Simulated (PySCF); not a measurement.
# Stationary points of SF4

Computed with PBE0 in PySCF with S def2-TZVP, F def2-TZVP; no relativity; density-fitted integrals.

Relaxations began from a few typed shapes. The search is not exhaustive: other isomers or separated fragments can lie lower, and high-lying points may rest on an excited occupation.

```
   spin  group                               bonds                                        angles  imaginary modes (cm⁻¹)  ΔE (kJ/mol)  ΔE with ZPE (kJ/mol)
singlet    C2v  S–F 1.553 Å (×2), S–F 1.649 Å (×2)  F–S–F 87.6° (×4), F–S–F 101.3°, F–S–F 172.5°                    none          0.0                   0.0
singlet    C4v                    S–F 1.610 Å (×4)           F–S–F 83.4° (×4), F–S–F 140.4° (×2)                    162i         43.8                     –
singlet    D4h                    S–F 1.663 Å (×4)           F–S–F 90.0° (×4), F–S–F 180.0° (×2)               793i, 48i        313.4                     –
singlet     Td                    S–F 1.714 Å (×4)                             F–S–F 109.5° (×6)        341i, 341i, 341i        320.1                     –
```

The lowest minimum found is the singlet C2v: S–F 1.553 Å (×2), S–F 1.649 Å (×2); F–S–F 87.6° (×4), F–S–F 101.3°, F–S–F 172.5°.

Counting electrons, sulfur keeps 2 of its valence electrons outside its bonds, so the VSEPR class is AX4E1 and the expected shape is see-saw (C2v), as computed.
